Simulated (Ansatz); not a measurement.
A run of Ansatz (development build ahead of 0.2.0) on singlet C₆H₆ at this shape:

```xyz
12

C     1.5065    0.0000    0.0000
C     0.7533    1.3047    0.0000
C    -0.7533    1.3047    0.0000
C    -1.5065    0.0000    0.0000
C    -0.7533   -1.3047    0.0000
C     0.7533   -1.3047    0.0000
H     2.6870    0.0000    0.0000
H     1.3435    2.3270    0.0000
H    -1.3435    2.3270    0.0000
H    -2.6870    0.0000    0.0000
H    -1.3435   -2.3270    0.0000
H     1.3435   -2.3270    0.0000
```

Its results:

```json
{
  "Converged": "yes",
  "Total energy": "-230.61538 hartree",
  "Spin squared of the determinant": "0.000"
}
```

Problem. Which input gives this output? Name the method, the orbitals and the basis set, and write the input.

Solution. RHF in cc-pVDZ. An unrestricted run that stays on the closed shell gives the same numbers.

```yaml
crystal:
  periodic: [false, false, false]
  atoms:
    - { symbol: C, position_ang: [1.50653, 0.0, 0.0] }
    - { symbol: C, position_ang: [0.75327, 1.30469, 0.0] }
    - { symbol: C, position_ang: [-0.75327, 1.30469, 0.0] }
    - { symbol: C, position_ang: [-1.50653, 0.0, 0.0] }
    - { symbol: C, position_ang: [-0.75327, -1.30469, 0.0] }
    - { symbol: C, position_ang: [0.75327, -1.30469, 0.0] }
    - { symbol: H, position_ang: [2.68698, 0.0, 0.0] }
    - { symbol: H, position_ang: [1.34349, 2.32699, 0.0] }
    - { symbol: H, position_ang: [-1.34349, 2.32699, 0.0] }
    - { symbol: H, position_ang: [-2.68698, 0.0, 0.0] }
    - { symbol: H, position_ang: [-1.34349, -2.32699, 0.0] }
    - { symbol: H, position_ang: [1.34349, -2.32699, 0.0] }
basis:
  gaussian: { orbitals: cc-pVDZ }
hamiltonian:
  xc: hf
```

Caution: in another basis set an unrestricted determinant lies well below.
